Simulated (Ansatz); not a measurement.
A nudged elastic band was laid between two geometries of AlH3O2 + H2 (8 atoms, charge 0, multiplicity 1).

Level of theory: Ansatz, RKS PBE0/6-31G*.

```json
{
  "movable images": "7",
  "climbing image": "yes",
  "spring": "5.0 eV/Å²",
  "optimiser": "quadratic models (default)",
  "start path": "straight line",
  "force threshold": "0.05 eV/Å",
  "iteration limit": "60",
  "end points": "relaxed"
}
```

Initial state:

```xyz
8
Properties=species:S:1:pos:R:3
Al -0.124 -0.522 -0.140
O 0.115 -0.352 1.547
H -0.633 -0.159 2.120
O 1.230 -0.887 -1.107
H 2.098 -1.000 -0.707
H -1.531 -0.362 -0.840
H 0.005 2.958 1.550
H 0.110 2.221 1.579
```

Final state:

```xyz
8
Properties=species:S:1:pos:R:3
Al 0.127 0.636 -0.081
O -0.079 -0.154 1.795
H -1.010 -0.384 1.938
O 1.581 -0.042 -0.722
H 1.507 -0.857 -1.228
H -1.287 0.046 -0.580
H 0.267 2.157 0.404
H 0.164 0.493 2.475
```

Which bonds break or form, and what moves?

Bonds broken: H7–H8. Bonds formed: Al1–H7, O2–H8. AlH3O2 + H2 becomes AlH5O2.

What energy profile does the band end with?

It converged. The highest image is number 5 of 0 to 8, 1.02 eV above the first end and 0.70 eV above the last; the last end lies 0.32 eV above the first. The profile has 2 maxima (images 5, 7) with wells between them (image 6): this band takes more than one step, which may be the mechanism or a detour left from its start path. The order of the stationary point at the top wasn't checked. The orbitals stay closed-shell, which can raise the energy where a bond breaks towards radicals; this wasn't checked here.

| image | path coordinate (Å) | energy (eV) | H7–H8 (Å) | Al1–H7 (Å) | O2–H8 (Å) |
| --- | --- | --- | --- | --- | --- |
| 0 | 0.00 | 0.00 | 0.74 | 3.87 | 2.57 |
| 1 | 0.58 | 0.00 | 0.75 | 3.51 | 2.62 |
| 2 | 1.16 | 0.01 | 0.75 | 3.12 | 2.69 |
| 3 | 1.75 | 0.04 | 0.75 | 2.62 | 2.43 |
| 4 | 2.33 | 0.28 | 0.77 | 2.15 | 1.87 |
| 5 | 2.91 | 1.02 | 1.06 | 1.80 | 1.24 |
| 6 | 3.81 | 0.36 | 2.13 | 1.62 | 0.97 |
| 7 | 4.70 | 0.45 | 2.58 | 1.61 | 0.97 |
| 8 | 5.60 | 0.32 | 2.66 | 1.60 | 0.97 |

What is the geometry of the highest image?


```xyz
8
Properties=species:S:1:pos:R:3:forces:R:3
Al -0.085 0.282 -0.047 0.01 0.00 -0.01
O -0.014 -0.273 1.744 0.01 -0.01 0.00
H -0.851 -0.481 2.184 0.01 0.01 0.00
O 1.158 -0.298 -1.066 -0.02 0.01 0.03
H 2.053 -0.424 -0.740 0.01 0.00 0.00
H -1.552 0.418 -0.624 0.00 0.01 0.00
H 0.366 1.725 0.924 0.01 -0.03 0.01
H 0.196 0.947 1.626 -0.02 0.02 -0.01
```

Run time: 3.4 min on 1 thread of Arm Neoverse V1, on a shared host, peak memory 0.12 GiB.
